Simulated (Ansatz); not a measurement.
```yaml
crystal:
  periodic: [false, false, false]
  atoms:
    - {symbol: P, position_ang: [-1.874003, -0.306852, -0.004990]}
    - {symbol: Si, position_ang: [0.053689, 0.720908, 0.008722]}
    - {symbol: P, position_ang: [1.911082, -0.374903, -0.003198]}
    - {symbol: H, position_ang: [-2.635448, 0.862615, 0.008573]}
basis:
  gaussian: {orbitals: def2-TZVP}
magnetization: {spin_polarized: true, initial_magnetization: 3}
hamiltonian: {xc: pbe0}
relax: {f_tol: 0.004, max_steps: 80}
```

```sh
$ ansatz run in.yaml --threads 1 --pin off --events-out ev --progress --plain --max-ram 2176MiB
```

Steps of the relaxation (energy above the last step; positions in Å, forces in eV/Å):

```
4
step 1, 76.5 meV
P    -1.874   -0.307   -0.005    0.930   -0.501   -0.005
Si    0.054    0.721    0.009   -0.823    0.221    0.002
P     1.911   -0.375   -0.003    0.139   -0.298   -0.004
H    -2.635    0.863    0.009   -0.246    0.578    0.007
```

```
4
step 2, 29.2 meV
P    -1.821   -0.353   -0.006    0.550    0.129    0.002
Si    0.005    0.794    0.010   -0.401   -0.161   -0.002
P     1.821   -0.399   -0.004    0.147   -0.116   -0.001
H    -2.550    0.859    0.009   -0.296    0.148    0.002
```

```
4
step 3, 9.1 meV
P    -1.794   -0.334   -0.005    0.090    0.157    0.002
Si    0.007    0.797    0.010   -0.118    0.026    0.000
P     1.831   -0.414   -0.004    0.072   -0.087   -0.001
H    -2.589    0.853    0.008   -0.043   -0.096   -0.001
```

```
4
step 4, 3.6 meV
P    -1.773   -0.316   -0.005   -0.065    0.105    0.001
Si    0.014    0.814    0.010    0.063    0.026    0.000
P     1.834   -0.434   -0.004   -0.046   -0.006    0.000
H    -2.620    0.838    0.008    0.048   -0.126   -0.001
```

```
4
step 7, 0.0 meV
P    -1.736   -0.294   -0.005    0.000    0.000    0.000
Si    0.038    0.857    0.010    0.000    0.000    0.000
P     1.799   -0.463   -0.004    0.000    0.000    0.000
H    -2.646    0.802    0.008    0.000    0.000    0.000
```

Close pairs at the end: P1–H4 1.424 Å, P1–Si2 2.116 Å, Si2–P3 2.201 Å.

A stationary point of unrestricted PBE0 after 7 steps, with ⟨S²⟩ = 3.814 against 3.75 for a pure state; no frequencies were run, so it isn't proven a minimum. 55 s on 1 thread of Arm Neoverse V1, shared host.
